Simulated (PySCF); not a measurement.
## Where the electron goes

Acetonitrile, C₂H₃N.
Structure used (GFN2-xTB), in Å, numbered top down from 1:
```
atom  x, y, z in Å
C1    -0.4867    0.0025    0.0019
C2     0.9497   -0.0039   -0.0140
N3     2.0922   -0.0092   -0.0272
H4    -0.8625   -0.6294   -0.8019
H5    -0.8419   -0.3786    0.9585
H6    -0.8477    1.0205   -0.1389
```

Computed with PySCF, TDDFT CAM-B3LYP/def2-SVPD, vertical, gas phase, core orbitals frozen in the response.

Kohn–Sham orbitals with the atoms that hold most of them (Löwdin shares over 4%, at most four atoms; ? is withheld):

| orbital | ε (eV) | atoms |
| --- | --- | --- |
| HOMO-3 | -14.79 | C1 45%, H4 17%, H6 16%, C2 14% |
| HOMO-2 | -11.85 | N3 81%, C2 16% |
| HOMO-1 | -11.00 | N3 47%, C2 36%, C1 9%, H5 4% |
| HOMO | -11.00 | N3 47%, C2 36%, C1 9% |
| LUMO | ? | ? |
| LUMO+1 | 2.11 | N3 32%, C2 28%, C1 18%, H4 14% |
| LUMO+2 | 2.11 | N3 32%, C2 28%, C1 18%, H6 12% |

Task: Give the leading atoms of the LUMO.

Result: C1 (bonded to C and 3 H) 40%; C2 (bonded to C and N) 25%; H4 (bonded to C) 11%; H5 (bonded to C) 11%. By element: carbon 65%, hydrogen 22% or more.

Task: What is the LUMO energy, and the HOMO–LUMO gap?

Result: ε(LUMO) = 0.98 eV; the gap is 11.97 eV (0.4399 hartree).

Within 0.005 eV of a neighbour in this list lie HOMO-1/HOMO and LUMO+1/LUMO+2 (point group found: C3v); within a degenerate set the shares of single atoms can hang on how the components are chosen.

Task: How does S1 compare with the orbital gap of 11.97 eV?

Result: S1 is at 7.93 eV (f = 0.0000), 4.04 eV below the gap, made of HOMO-1/HOMO→LUMO+1/LUMO+2 (≥68%). Its leading pair isn't HOMO and LUMO; the energies of that pair differ by 13.10 eV. Without the coupling terms of the response equations the lowest excitation would equal the gap.

Next come S2 at 8.27 eV (f 0.0018), HOMO-1/HOMO→LUMO+1/LUMO+2 (≥76%); S3 at 8.27 eV (f 0.0017), HOMO-1/HOMO→LUMO+1/LUMO+2 (≥76%); S4 at 8.79 eV (f 0.0024), HOMO-1/HOMO→LUMO (≥92%); S5 at 8.79 eV (f 0.0024), HOMO-1/HOMO→LUMO (≥92%).

Orbitals of the list HOMO-3 to LUMO+2 that lie within 0.01 eV of each other are written together with a slash and their weights summed (≥ marks a lower bound); for degenerate orbitals outside that list single weights are arbitrary.
